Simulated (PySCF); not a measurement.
# The bond of PH, level by level

What are the lowest state that PBE0 finds, the bond length, vibrational wavenumber and bond energy of PH, and how much do these hang on the method?

The runs use PySCF 2.14.0; P 6-311G(d,p), H 6-311G(d,p), no relativity.

## 1. Input

The job is set up so:

```json
{"atoms": "P, H", "charge": "0", "basis": "P 6-311G(d,p), H 6-311G(d,p)", "Hamiltonian": "no relativity", "basis functions": "32", "electrons treated": "16", "masses in u": "30.9738, 1.0078", "levels": "PBE0, PBE, r²SCAN, B97-3, r²SCAN0, BP86, CAM-B3LYP, HF, MP2, SCS-MP2, CCSD, CCSD(T)", "grid": "80 radial by 434 angular points", "occupations": "held fixed by the projection of orbital angular momentum", "dissociation limit": "P + H, each in its ground configuration", "starting distance in angstrom": "1.385", "values of 2S to try": "0, 2, 4"}
```

Started as:

```bash
> OMP_NUM_THREADS=1 python dia.py task.json out
```

After this run come: PBE0 along the bond; Excited determinants; PBE (GGA); r²SCAN; B97-3; r²SCAN0; BP86 (GGA); CAM-B3LYP (range-separated hybrid); UHF (mean field); MP2 and coupled cluster.

**Question.** What will these runs give? Wanted: for each run, Re; ωe; De; μ.

As calculated:

Lowest PBE0 solution found, without spin–orbit coupling: ³Σ⁻ (triplet), unpaired electrons π ↑↑. State 2 has its PBE0 minimum 0.40 eV higher, as a spin-mixed determinant (⟨S²⟩ = 1.01), so this is no gap between pure states. State 3 has its PBE0 minimum 1.59 eV higher. The other levels ran on the lowest alone.

```
      level  Re (Å)  ωe (cm⁻¹)  De (eV)  μ (D)
        UHF   1.414       2511     2.16   0.66
    UHF-MP2   1.418       2460     2.74    n/a
UHF-SCS-MP2   1.420       2445     2.84    n/a
   UHF-CCSD   1.425       2392     2.87    n/a
UHF-CCSD(T)   1.427       2376     2.90    n/a
        PBE   1.446       2286     3.19   0.61
       BP86   1.446       2278     3.37   0.59
     r²SCAN   1.431       2364     3.20   0.67
       PBE0   1.432       2378     3.15   0.65
    r²SCAN0   1.424       2420     3.17   0.67
      B97-3   1.432       2365     3.24   0.60
  CAM-B3LYP   1.428       2388     3.26   0.60
```

De is counted to P + H in their ground configurations. A positive dipole means P(−)H(+).

Differences from CCSD(T) in the same basis:

```
      level  Re (mÅ)  ωe (%)
        UHF      -13    +5.7
    UHF-MP2       -9    +3.5
UHF-SCS-MP2       -7    +2.9
   UHF-CCSD       -2    +0.7
        PBE      +19    -3.8
       BP86      +19    -4.1
     r²SCAN       +5    -0.5
       PBE0       +5    +0.1
    r²SCAN0       -3    +1.8
      B97-3       +5    -0.5
  CAM-B3LYP       +1    +0.5
```

**Reading.** Judged by CCSD(T) in the same basis: best bond length CAM-B3LYP (+1 mÅ), worst PBE and BP86 (+19 mÅ); best wavenumber PBE0 (+0.1 %), worst UHF (+5.7 %). Hartree–Fock falls on the short and stiff side, its usual fault. PBE has the long and soft bond that GGAs tend to give. CCSD(T) in a basis this small is itself some way from its limit, more so than the functionals. Among the levels with a De in the table, it runs from 2.16 eV (UHF) to 3.37 eV (BP86).

Correlated steps freeze 5 core orbitals.
